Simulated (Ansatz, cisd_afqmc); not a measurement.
System: F2, charge 0, singlet. F2 (SMILES FF).
B3LYP-D3(BJ)/def2-TZVP minimum from Ansatz (an electronic-structure program):
```xyz
2

F      0.0000     0.0000    -0.6982
F      0.0000     0.0000     0.6982
```
Charge 0, spin multiplicity 1.

Total energies in cc-pVTZ, 14 correlated electrons, 2 frozen orbitals. Open shells are spin-unrestricted; no spin-orbit coupling. Cores are frozen in correlated methods. No relativity. AFQMC/CISD: phaseless, guided by CISD from CCSD amplitudes; bars are statistical, one sigma. Outlying blocks are dropped, and bars are widened where a walk drifts. Over all cases where full CI ran beside it in this data, AFQMC minus full CI had a median of +0.1 mEh and passed +0.4 mEh in a tenth of the cases. UCISD starts from a broken-symmetry determinant. The restricted determinant of F2 (FF, singlet) is unstable towards broken spin symmetry in at least one set run.

```json
[
 {"method": "HF", "program": "Ansatz", "energy (Eh)": "-198.75395", "minus CCSDT(Q) (mEh)": "543.45"},
 {"method": "MP2", "program": "Ansatz", "energy (Eh)": "-199.27464", "minus CCSDT(Q) (mEh)": "22.76"},
 {"method": "CCSD", "program": "Ansatz", "energy (Eh)": "-199.27830", "minus CCSDT(Q) (mEh)": "19.11"},
 {"method": "CCSD(T)", "program": "Ansatz", "energy (Eh)": "-199.29590", "minus CCSDT(Q) (mEh)": "1.51"},
 {"method": "UCCSD(T)", "program": "Ansatz", "energy (Eh)": "-199.29472", "minus CCSDT(Q) (mEh)": "2.68"},
 {"method": "CCSDT(Q)", "program": "Ansatz", "energy (Eh)": "-199.29741", "minus CCSDT(Q) (mEh)": "0.00"},
 {"method": "AFQMC/CISD", "program": "cisd_afqmc", "energy (Eh)": "-199.2965 ± 0.0003", "minus CCSDT(Q) (mEh)": "0.9 ± 0.3"},
 {"method": "AFQMC/UCISD", "program": "cisd_afqmc", "energy (Eh)": "-199.2963 ± 0.0003", "minus CCSDT(Q) (mEh)": "1.1 ± 0.3"}
]
```

Rough core times of Ansatz's runs on a shared machine: CCSD(T) under 20 s, UCCSD(T) under 20 s, CCSDT(Q) 90 s.
